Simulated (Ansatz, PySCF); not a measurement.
Species: N2H4, charge 1, multiplicity 2. 
Coordinates optimised at B3LYP-D3(BJ)/def2-TZVP (Ansatz, a program for electronic structure):
```xyz
6

N     -0.1543     0.6357     0.0035
N      0.1543    -0.6357    -0.0035
H     -0.3266     1.1003     0.8871
H     -0.3361     1.1077    -0.8743
H      0.3361    -1.1077     0.8743
H      0.3266    -1.1003    -0.8871
```
Charge +1, spin multiplicity 2.

Total electronic energies in hartree. Valence correlation only, unless marked. Open shells are spin-unrestricted. Spin-orbit coupling is left out. Non-relativistic. CBS(X,Y): correlation extrapolated as X^-3; Hartree-Fock from the larger set. The bracket is a focal-point correction in the basis named.

| level | program | energy (Eh) |
|---|---|---|
| HF/def2-TZVPD | PySCF | -110.97349 |
| RI-HF/def2-QZVPPD | Ansatz | -110.98178 |
| M06-L/def2-TZVPD | PySCF | ? |
| r2SCAN/def2-TZVPD | PySCF | -111.56538 |
| PBE0/def2-SVP | Ansatz | ? |
| PW6B95/def2-TZVPD | PySCF | ? |
| B2PLYP-D4/def2-TZVPD | Ansatz + dftd4 | -111.53478 |
| CCSD/def2-SVPD | Ansatz | -111.21295 |
| RI-MP2/CBS(aug-cc-pVTZ,aug-cc-pVQZ)+[CCSD(T)-MP2]/aug-cc-pVTZ | Ansatz | -111.4654 |

Question: Complete the blanks.

Answer: 
- M06-L/def2-TZVPD, energy (Eh): -111.60700
- PBE0/def2-SVP, energy (Eh): -111.37579
- PW6B95/def2-TZVPD, energy (Eh): -111.75511
